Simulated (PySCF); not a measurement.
## Ionising NO

UHF-CCSD; basis N aug-cc-pVDZ, O aug-cc-pVDZ; no relativity; PySCF 2.14. Neutral (UHF): doublet (π ↑), Re = 1.161 Å, ωe = 1944 cm⁻¹, De = 5.50 eV.

NO⁺ (RHF): singlet (closed shell), Re = 1.074 Å, ωe = 2438 cm⁻¹, De = 9.50 eV to N + O⁺. The energies at the minima are -129.61157 hartree for NO and -129.27652 for NO⁺.

(1) Work out the adiabatic ionisation energy, without and with harmonic zero-point energies (1 hartree = 27.2114 eV, 1 eV = 8065.5 cm⁻¹), and the change of the bond length.

Correlated steps freeze 2 core orbitals. Correlated levels converge slowly with the basis: in double zeta they bind strong bonds too weakly, by up to about 1 eV, and carry superposition errors of some tenths. For an ion De counts to the pair picked by the measured ionisation energies or electron affinities, which need not be the lowest pair at this level. Where the molecule has an RHF reference, its open-shell atoms are computed with UHF. States were picked by a PBE0 search and need not be the measured ground states.

Neutral and ion stand on different kinds of reference determinant, which adds to the error of the difference.

## Answers

(1) At CCSD: 0.33505 hartree = 9.117 eV between the minima; the zero-point term (2438.0 − 1944.0)/2 cm⁻¹ = +0.031 eV makes it 9.148 eV. Re changes by -8.7 pm against the neutral. The electron leaves a π orbital, and the shorter bond of the ion fits an antibonding orbital, or a change in how ionic the bond is.
